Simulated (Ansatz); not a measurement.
# AlH6N: the cost of one run

Method: RKS BLYP/6-31G*, in Ansatz 0.2.0.

## (1) The starting structure

Bond lengths: Al1–N2 2.270 Å, N2–H3 1.060 Å, N2–H4 1.060 Å, Al1–H5 1.560 Å, Al1–H6 1.560 Å. Angles: Al1–N2–H3 120.0°, Al1–N2–H4 120.0°, H3–N2–H4 120.0°, N2–Al1–H5 120.0°, N2–Al1–H6 120.0°, H5–Al1–H6 120.0°.

Structure file:

```xyz
8

Al    0.0000    0.0000    0.0000
N     0.0000    0.0000    2.2700
H    -0.8770   -0.2713    2.8000
H     0.8770    0.2713    2.8000
H     1.3510    0.0000   -0.7800
H    -1.3510    0.0000   -0.7800
H    -0.2326    1.7497    0.5865
H    -0.1826    1.3735    1.5699
```

## (2) A restrained relaxation towards end A

Springs on the bonds that form and break draw the guess towards this end; the thresholds are loose.

File input.yaml:

```yaml
crystal:
  periodic: [false, false, false]
  atoms:
    - { symbol: Al, position_ang: [0.0, 0.0, 0.0] }
    - { symbol: "N", position_ang: [0.0, 0.0, 2.27] }
    - { symbol: H, position_ang: [-0.877, -0.2713, 2.8] }
    - { symbol: H, position_ang: [0.877, 0.2713, 2.8] }
    - { symbol: H, position_ang: [1.351, 0.0, -0.78] }
    - { symbol: H, position_ang: [-1.351, 0.0, -0.78] }
    - { symbol: H, position_ang: [-0.2326, 1.7497, 0.5865] }
    - { symbol: H, position_ang: [-0.1826, 1.3735, 1.5699] }
basis:
  gaussian: { orbitals: "6-31G*" }
hamiltonian:
  xc: blyp
relax:
  f_tol: 0.15
  max_steps: 25
  restrain:
    - { distance: [0, 6], at: 2.76, k: 30.0 }
    - { distance: [7, 1], at: 2.26, k: 30.0 }
    - { distance: [0, 1], at: 1.92, k: 30.0 }
    - { distance: [7, 6], at: 0.66, k: 30.0 }
```

Run with:

```bash
$ ansatz run input.yaml --threads 1 --pin off --max-ram 2048MiB --backend cpu --events-out ev --progress --plain --runs-dir out
```

**Question.** How long does this run take on 1 thread of Arm Neoverse V2, shared host, and how much memory does it need?

About 11 s, with a peak of 0.1 GiB.
